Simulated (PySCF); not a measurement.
Start geometry of `[H][Si-]([H])([H])([H])[H]` ([SiH5]-) from GFN2-xTB (Å):
```
atom  x, y, z in Å
Si1   -0.0002    0.0002    0.0015
H2    -0.0199   -0.0078    1.6399
H3     0.0218    0.0079   -1.6424
H4     1.4906    0.0118    0.0192
H5    -0.7575    1.2851   -0.0026
H6    -0.7347   -1.2973   -0.0155
```

Q: What comes out of this run: PBE0-D3(BJ)/def2-SVP geometry optimisation, gas phase (PySCF 2.14.0)?

A: 
```
atom  x, y, z in Å
Si1   -0.0005   -0.0003   -0.0001
H2    -0.0202   -0.0074    1.6314
H3     0.0210    0.0079   -1.6313
H4     1.5457    0.0134    0.0229
H5    -0.7844    1.3328   -0.0039
H6    -0.7616   -1.3464   -0.0190
```

The energy falls by 1.4 kcal/mol over 5 energy and gradient evaluations, the largest force component goes from 0.0154 to 2.3e-04 Eh/bohr, and the atoms move by 0.040 Å rms after alignment. Among the bonds, Si1–H4, Si1–H5 and Si1–H6 change most and about equally (+0.055 Å). Bonds longer at the end by more than 0.005 Å: 3 of 5; shorter: 2. Rotational constants go from 75172, 57502, 57467 to 69892, 56288, 56258 MHz. The orientation of the end geometry is arbitrary; only internal coordinates are fixed.

The run used 43 basis functions and 24 SCF cycles in all.

No PBE0-D3(BJ)/def2-SVP frequencies stand behind this structure, so it isn't proved a minimum. The geometry's basis has no diffuse functions, a weakness for an anion.
